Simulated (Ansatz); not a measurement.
# C2H6FNOS: inversion of the pyramid at N1, part 2 of 2

Aim: the minimum-energy path and barrier of the inversion of the pyramid at N1. The ends are relaxed first, then joined by a nudged elastic band. SMILES of the start: NC(F)OCS.

Ansatz 0.2.0; RKS B3LYP/6-31G*. The steps go on from the part before.

### 6 The band

crystal.atoms is end A as relaxed above, and neb.final_atoms is end B, turned to lie on A. With 5 inner images the band has 7 in all.

input.yaml

```yaml
crystal:
  periodic: [false, false, false]
  atoms:
    - { symbol: "N", position_ang: [-0.519937, -2.105312, 0.03898] }
    - { symbol: C, position_ang: [0.328394, -0.978315, 0.063244] }
    - { symbol: F, position_ang: [1.100884, -0.84965, -1.121272] }
    - { symbol: O, position_ang: [-0.46734, 0.145545, 0.190985] }
    - { symbol: C, position_ang: [0.264642, 1.361013, 0.297057] }
    - { symbol: S, position_ang: [-0.865365, 2.753112, 0.603456] }
    - { symbol: H, position_ang: [0.016005, -2.949169, -0.143419] }
    - { symbol: H, position_ang: [-1.222307, -1.99542, -0.689839] }
    - { symbol: H, position_ang: [1.070694, -1.064247, 0.868665] }
    - { symbol: H, position_ang: [0.942566, 1.330975, 1.161043] }
    - { symbol: H, position_ang: [0.851198, 1.533435, -0.608413] }
    - { symbol: H, position_ang: [-1.422535, 2.762933, -0.626387] }
basis:
  gaussian: { orbitals: "6-31G*" }
hamiltonian:
  xc: b3lyp
neb:
  order_check: false
  images: 5
  f_tol: 0.05
  max_iterations: 60
  initial_path: idpp
  final_atoms:
    - { symbol: "N", position_ang: [-0.26259272, -2.2213726, -0.2231284] }
    - { symbol: C, position_ang: [0.46256988, -1.01435734, -0.05718756] }
    - { symbol: F, position_ang: [1.28160827, -0.83526066, -1.16063174] }
    - { symbol: O, position_ang: [-0.39665642, 0.08982236, 0.03890413] }
    - { symbol: C, position_ang: [0.26919709, 1.32904851, 0.24661271] }
    - { symbol: S, position_ang: [-0.9174696, 2.61486725, 0.75475062] }
    - { symbol: H, position_ang: [-0.79271793, -2.42625411, 0.62057145] }
    - { symbol: H, position_ang: [-0.9250516, -2.11242525, -0.98985962] }
    - { symbol: H, position_ang: [1.11351423, -1.07476301, 0.82685885] }
    - { symbol: H, position_ang: [0.99243565, 1.25177876, 1.07052832] }
    - { symbol: H, position_ang: [0.80043337, 1.63638336, -0.65801662] }
    - { symbol: H, position_ang: [-1.54837123, 2.70743272, -0.43530213] }
```

The run is started by

```
$ ansatz run input.yaml --threads 2 --pin off --max-ram 3072MiB --backend cpu --events-out ev --progress --plain --runs-dir out
```

Output, shortened:

```text
Warning: RAYON_NUM_THREADS=2 ignored (pool sized by the plan → 2); use --threads N
[...]
Functional definition: B3LYP
[...]
1148 factors; integrals over basis functions are off by at most 4.1e-4 eV
[...]
mean field -19260.48139241 eV, -707.8096359479 hartree, gradient 2.8e-5 eV, S^2 0.000000; 0 other end points of the search recorded, 0 dependent functions left out
[...]
reference -19260.48162524 eV, -707.8096445041 hartree; 29, 29 occupied and 77, 77 virtual orbitals, 1148 factors
1148 factors; integrals over basis functions are off by at most 3.9e-4 eV
[...]
mean field -19260.44786485 eV, -707.8084038328 hartree, gradient 2.8e-5 eV, S^2 0.000000; 0 other end points of the search recorded, 0 dependent functions left out
[...]
reference -19260.44809770 eV, -707.8084123899 hartree; 29, 29 occupied and 77, 77 virtual orbitals, 1148 factors
[...]
Atom 2 at     1.264658    -0.663833    -1.140841 Å, force    -0.005947    -0.002492     0.006851 eV/Å
Atom 3 at    -0.433835     0.120572     0.135155 Å, force    -0.002995    -0.014424    -0.002299 eV/Å
Atom 4 at     0.244581     1.358520     0.297973 Å, force    -0.000670     0.016110     0.011813 eV/Å
Atom 5 at    -0.928180     2.655316     0.811722 Å, force     0.006220    -0.011155    -0.008496 eV/Å
Atom 6 at    -0.141197    -2.977281     0.156259 Å, force    -0.021946    -0.013078    -0.007457 eV/Å
Atom 7 at    -1.222800    -2.016086    -0.798985 Å, force    -0.006864    -0.002225     0.002154 eV/Å
Atom 8 at     1.088553    -1.129975     0.795843 Å, force    -0.001673     0.002831     0.000295 eV/Å
Atom 9 at     0.986696     1.294636     1.105936 Å, force    -0.000348    -0.002876    -0.002210 eV/Å
Atom 10 at     0.753051     1.645967    -0.624311 Å, force     0.000608    -0.001132    -0.003073 eV/Å
Atom 11 at    -1.580734     2.735032    -0.367638 Å, force    -0.001733     0.001741     0.002433 eV/Å
Dipole moment:    -0.013445    -0.362324     0.025905 e Å
this run last wrote the band of iteration 7 to <dir>
```

Run time: 1.7 min. Hardware: 2 threads of Arm Neoverse V2, shared host; peak memory 0.24 GiB.

### 7 Images and barrier

Images 0 and 6 are the ends. Energies count from image 0; the path length is the program's own measure over all atoms.

| image | path (Å) | energy (eV) | sum of angles at N1 (°) | band force (eV/Å) |
| --- | --- | --- | --- | --- |
| 0 | 0.000 | 0.0000 | 329.3 | - |
| 1 | 0.283 | 0.0018 | 330.2 | 0.015 |
| 2 | 0.566 | 0.0726 | 348.7 | 0.024 |
| 3* | 0.850 | 0.1684 | 359.5 | 0.031 |
| 4 | 1.245 | 0.0821 | 336.4 | 0.020 |
| 5 | 1.639 | 0.0438 | 329.1 | 0.009 |
| 6 | 2.034 | 0.0335 | 327.0 | - |

The star marks the climbing image.

image, energy (eV) and a bar:
```
        0      0.000 
        1      0.002 
        2      0.073 #############
        3      0.168 ##############################
        4      0.082 ###############
        5      0.044 ########
        6      0.034 ######
```

The top of the band by iteration:

| iteration | highest image above image 0 (eV) | largest band force (eV/Å) |
| --- | --- | --- |
| 1 | 0.2703 | 0.981 |
| 2 | 0.1822 | 0.214 |
| 3 | 0.1756 | 0.184 |
| 4 | 0.1712 | 0.110 |
| 5 | 0.1707 | 0.129 |
| 6 | 0.1695 | 0.106 |
| 7 | 0.1684 | 0.031 |

Positions of all images (Å):

```xyz
12
image=0 dE=0.0000
N    -0.520   -2.105    0.039
C     0.328   -0.978    0.063
F     1.101   -0.850   -1.121
O    -0.467    0.146    0.191
C     0.265    1.361    0.297
S    -0.865    2.753    0.603
H     0.016   -2.949   -0.143
H    -1.222   -1.995   -0.690
H     1.071   -1.064    0.869
H     0.943    1.331    1.161
H     0.851    1.533   -0.608
H    -1.423    2.763   -0.626
12
image=1 dE=0.0018
N    -0.527   -2.098   -0.001
C     0.328   -0.978    0.058
F     1.159   -0.856   -1.085
O    -0.463    0.152    0.145
C     0.267    1.366    0.261
S    -0.850    2.732    0.707
H     0.008   -2.956   -0.092
H    -1.162   -2.014   -0.792
H     1.028   -1.069    0.901
H     1.000    1.304    1.077
H     0.794    1.588   -0.670
H    -1.504    2.774   -0.473
12
image=2 dE=0.0726
N    -0.481   -2.077   -0.104
C     0.369   -0.976   -0.006
F     1.210   -0.763   -1.132
O    -0.437    0.146    0.133
C     0.265    1.370    0.280
S    -0.892    2.690    0.770
H    -0.081   -2.987    0.059
H    -1.177   -2.035   -0.837
H     1.067   -1.109    0.832
H     1.002    1.304    1.092
H     0.781    1.635   -0.646
H    -1.550    2.747   -0.407
12
image=3 dE=0.1684
N    -0.363   -2.102   -0.283
C     0.409   -0.976   -0.054
F     1.265   -0.664   -1.141
O    -0.434    0.121    0.135
C     0.245    1.359    0.298
S    -0.928    2.655    0.812
H    -0.141   -2.977    0.156
H    -1.223   -2.016   -0.799
H     1.089   -1.130    0.796
H     0.987    1.295    1.106
H     0.753    1.646   -0.624
H    -1.581    2.735   -0.368
12
image=4 dE=0.0821
N    -0.239   -2.161   -0.438
C     0.466   -0.981   -0.122
F     1.275   -0.606   -1.198
O    -0.420    0.073    0.132
C     0.219    1.332    0.326
S    -0.986    2.587    0.864
H    -0.284   -2.821    0.328
H    -1.166   -1.965   -0.801
H     1.148   -1.144    0.725
H     0.963    1.272    1.132
H     0.719    1.653   -0.590
H    -1.617    2.705   -0.324
12
image=5 dE=0.0438
N    -0.181   -2.192   -0.419
C     0.499   -0.976   -0.169
F     1.211   -0.608   -1.303
O    -0.404    0.055    0.130
C     0.211    1.318    0.358
S    -1.019    2.532    0.932
H    -0.436   -2.651    0.450
H    -1.033   -2.009   -0.947
H     1.231   -1.107    0.641
H     0.958    1.250    1.161
H     0.702    1.674   -0.550
H    -1.661    2.658   -0.249
12
image=6 dE=0.0335
N    -0.229   -2.221   -0.261
C     0.479   -1.003   -0.099
F     1.247   -0.784   -1.232
O    -0.397    0.081    0.058
C     0.253    1.329    0.265
S    -0.935    2.578    0.852
H    -0.718   -2.455    0.599
H    -0.925   -2.109   -0.997
H     1.168   -1.069    0.755
H     1.012    1.248    1.056
H     0.739    1.666   -0.654
H    -1.618    2.684   -0.308
```

### 8 Frequencies at the highest image

The geometry is the highest inner image of the first converged band.

input.yaml

```yaml
crystal:
  periodic: [false, false, false]
  atoms:
    - { symbol: "N", position_ang: [-0.362557, -2.102285, -0.283275] }
    - { symbol: C, position_ang: [0.408664, -0.975685, -0.053739] }
    - { symbol: F, position_ang: [1.264658, -0.663833, -1.140841] }
    - { symbol: O, position_ang: [-0.433835, 0.120572, 0.135155] }
    - { symbol: C, position_ang: [0.244581, 1.35852, 0.297973] }
    - { symbol: S, position_ang: [-0.92818, 2.655316, 0.811722] }
    - { symbol: H, position_ang: [-0.141197, -2.977281, 0.156259] }
    - { symbol: H, position_ang: [-1.2228, -2.016086, -0.798985] }
    - { symbol: H, position_ang: [1.088553, -1.129975, 0.795843] }
    - { symbol: H, position_ang: [0.986696, 1.294636, 1.105936] }
    - { symbol: H, position_ang: [0.753051, 1.645967, -0.624311] }
    - { symbol: H, position_ang: [-1.580734, 2.735032, -0.367638] }
basis:
  gaussian: { orbitals: "6-31G*" }
hamiltonian:
  xc: b3lyp
phonons: {}
```

The run is started by

```
$ ansatz run input.yaml --threads 2 --pin off --max-ram 3072MiB --backend cpu --events-out ev --progress --plain --runs-dir out
```

Output, shortened:

```text
Warning: RAYON_NUM_THREADS=2 ignored (pool sized by the plan → 2); use --threads N
[...]
[... 1 set-up line as earlier in the session ...]
[...]
1147 factors; integrals over basis functions are off by at most 3.8e-4 eV
[...]
mean field -19260.31303313 eV, -707.8034488586 hartree, gradient 2.6e-5 eV, S^2 0.000000; 0 other end points of the search recorded, 0 dependent functions left out
[...]
reference -19260.31327007 eV, -707.8034575657 hartree; 29, 29 occupied and 77, 77 virtual orbitals, 1147 factors
[...]
1147 factors; integrals over basis functions are off by at most 3.8e-4 eV
mean field -19260.31293851 eV, -707.8034453812 hartree, gradient 2.1e-6 eV, S^2 0.000000; 0 other end points of the search recorded, 0 dependent functions left out
[...]
reference -19260.31317541 eV, -707.8034540872 hartree; 29, 29 occupied and 77, 77 virtual orbitals, 1147 factors
[...]
1147 factors; integrals over basis functions are off by at most 3.8e-4 eV
[...]
WARN: phonons: modes at or below zero, which the zero-point energy, F, S and C_V leave out: 1, the lowest at -564.49 cm⁻¹. A minimum has none, and a first-order saddle one
[...]
Atom 4 at     0.244581     1.358520     0.297973 Å, force    -0.000674     0.016122     0.011787 eV/Å
Atom 5 at    -0.928180     2.655316     0.811722 Å, force     0.006235    -0.011174    -0.008485 eV/Å
Atom 6 at    -0.141197    -2.977281     0.156259 Å, force    -0.021928    -0.013065    -0.007461 eV/Å
Atom 7 at    -1.222800    -2.016086    -0.798985 Å, force    -0.006889    -0.002252     0.002175 eV/Å
Atom 8 at     1.088553    -1.129975     0.795843 Å, force    -0.001668     0.002810     0.000338 eV/Å
Atom 9 at     0.986696     1.294636     1.105936 Å, force    -0.000365    -0.002856    -0.002183 eV/Å
Atom 10 at     0.753051     1.645967    -0.624311 Å, force     0.000615    -0.001156    -0.003075 eV/Å
Atom 11 at    -1.580734     2.735032    -0.367638 Å, force    -0.001729     0.001737     0.002435 eV/Å
Dipole moment:    -0.013446    -0.362324     0.025904 e Å
Vibrations: -564.49 39.92 127.72 164.54 234.81 275.41 301.88 498.56 534.77 613.35 749.82 830.70 893.98 989.92 1075.74 1094.86 1186.50 1267.74 1279.99 1351.32 1394.82 1469.26 1526.80 1651.20 2681.57 3038.78 3043.88 3134.32 3645.38 3772.44 cm⁻¹, zero-point energy 2.409632 eV
```

Wall time 2.1 min (2 threads of Arm Neoverse V2, shared host); peak memory 0.24 GiB.

Of 30 modes, 1 is imaginary by more than 30 cm⁻¹ (564i cm⁻¹).

### 9 Outcome

The summary covers parts 1 to 2.

| quantity | value |
| --- | --- |
| end A | 20 moves, 0.705 eV lower |
| end B | 22 moves, 0.773 eV lower |
| barrier forwards | 0.17 eV |
| barrier backwards | 0.13 eV |
| second end relative to first | +0.034 eV |
| highest image | 3 of 0 to 6, climbing |
| band iterations | 7 |
| imaginary modes at the top | 564i cm⁻¹ |

Along this path the system climbs 0.17 eV from the first end (7 kT at 300 K), which at an assumed attempt frequency of 10^13 s⁻¹ means a rate near 10^10 s⁻¹. Going back costs 0.13 eV, since the second end is 0.034 eV above the first. One imaginary mode, as a first-order saddle point has. These are electronic energies, with no zero-point or thermal terms. Tunnelling, which matters where hydrogen moves, is missing too.
